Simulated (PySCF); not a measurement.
Working out the electron affinity of Si

Si- [Ne] 3s2 3p3 (4S) → Si [Ne] 3s2 3p2 (3P). Calculation: PySCF 2.14, in aug-cc-pV(T+d)Z (6s5p4d2f, 55 functions); the non-relativistic Hamiltonian (point nucleus). Frozen: [Ne]. Energies in hartree (1 hartree = 27.21139 eV):

| part | Si- (lower) | Si (upper) |
| --- | --- | --- |
| UHF | -288.888049 | -288.856691 |
| MP2 opposite-spin | -0.054239 | -0.046746 |
| MP2 same-spin | -0.022164 | -0.009950 |

Question: What does Hartree-Fock give?

Answer: (-288.856691) − (-288.888049) = 0.031358 hartree = 0.853 eV.

Question: What do MP2 and SCS-MP2 (6/5 opposite-spin, 1/3 same-spin) give?

Answer: The opposite-spin parts differ by 0.204 eV and the same-spin parts by 0.332 eV. MP2: 0.853 + (0.204) + (0.332) = 1.389 eV. SCS-MP2: 0.853 + 1.2 × (0.204) + (0.332)/3 = 1.208 eV.

A first-order spin-orbit estimate adds -0.016 eV to MP2 (valence), giving 1.373 eV against 1.390 eV (measured; photodetachment measurements, as compiled on the Wikipedia data page of electron affinities).

What remains against the reference includes basis incompleteness, the frozen core and correlation beyond second order.
